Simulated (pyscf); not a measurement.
`[SiH3][Cl]` + `[ClH]` → `[SiH3][Cl]` + `[ClH]` (four-centre exchange; singlet surface; Cl–Si, Cl–H broken, Cl–Si, Cl–H formed). Structures and frequencies: ωB97X-D3(BJ)/def2-SVP in PySCF. MP2 and CC: frozen core, UHF for open shells. ΔMP2 is the change of the MP2 total energy from the triple- to the quadruple-zeta basis. Energies in kcal/mol from the separated reactants.

| level | barrier | reaction energy |
|---|---|---|
| r²SCAN/def2-TZVP | 30.3 | 0.0 |
| B3LYP-D3(BJ)/def2-TZVP | 33.0 | 0.0 |
| M06-2X/def2-TZVP | 35.1 | 0.0 |
| HF/def2-TZVP | … | 0.0 |
| MP2/def2-QZVPP | 35.3 | 0.0 |
| CCSD/def2-TZVPP | 42.2 | 0.0 |
| CCSD(T)/def2-TZVPP + ΔMP2(QZVPP) | … | 0.0 |

Problem. Fill in the missing entries.

Solution. 
- HF/def2-TZVP, barrier: 56.0
- CCSD(T)/def2-TZVPP + ΔMP2(QZVPP), barrier: 37.8

Of the functionals in the table, M06-2X is closest to CCSD(T)/def2-TZVPP + ΔMP2(QZVPP) in the barrier (2.7 kcal/mol apart) and r²SCAN least close (7.5 kcal/mol); that level has limits of its own. One saddle was located; it need not be the lowest between these sides. The CCSD(T) − MP2 part came from Ansatz, without density fitting, on the same reference.
